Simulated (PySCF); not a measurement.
Orbital picture of BN

PBE0 at R = 1.317 Å; PySCF, no relativity, basis sets B def2-TZVP, N def2-TZVP. State: ³Π (triplet), unpaired electrons σ ↑, π ↑. Only the outer orbitals are listed, counted within each symmetry.

```tsv
spin	orbital	occ.	ε (eV)	on B (%)	main shells (%)
α	3σ	1	-23.78	31	64 N s, 17 B s, 12 B p
α	4σ	1	-11.59	46	44 B s, 35 N p, 18 N s
α	1π	1	-10.51	29	71 N p, 27 B p
α	5σ	1	-9.24	67	40 B p, 27 B s, 26 N p
α	1π	1	-9.16	35	65 N p, 33 B p
α	2π	0	-1.12	81	77 B p, 19 N p
α	2π	0	-0.46	75	71 B p, 24 N p
β	3σ	1	-21.96	33	63 N s, 18 B s, 13 B p
β	4σ	1	-10.03	22	55 N p, 22 N s, 21 B s
β	1π	1	-8.67	31	69 N p, 28 B p
β	1π	0	-5.10	40	60 N p, 38 B p
β	5σ	0	-4.09	95	61 B s, 33 B p
β	2π	0	0.57	81	80 B p, 18 N p
```

Problem. Which are the highest filled and the lowest empty level, where do they sit, and how wide is the gap?

Solution. Highest filled β 1π at -8.67 eV (in %: 69 N p, 28 B p); lowest empty β 1π at -5.10 eV (in %: 60 N p, 38 B p); the gap at PBE0 is 3.57 eV. Both belong to one degenerate shell, split only by its one-sided filling, so this is no excitation gap.

```json
{
 "bond order (Mayer)": "2.32",
 "⟨S²⟩": "2.005",
 "charge on B (Mulliken, basis-dependent)": "0.06",
 "charge on B (Löwdin, basis-dependent)": "-0.15",
 "dipole moment (positive dipole means B(−)N(+))": "-2.14 D",
 "polarisability along the bond": "26.7 bohr³",
 "polarisability across the bond": "17.5 bohr³"
}
```

The state was picked by a PBE0 search and need not be the measured ground state.
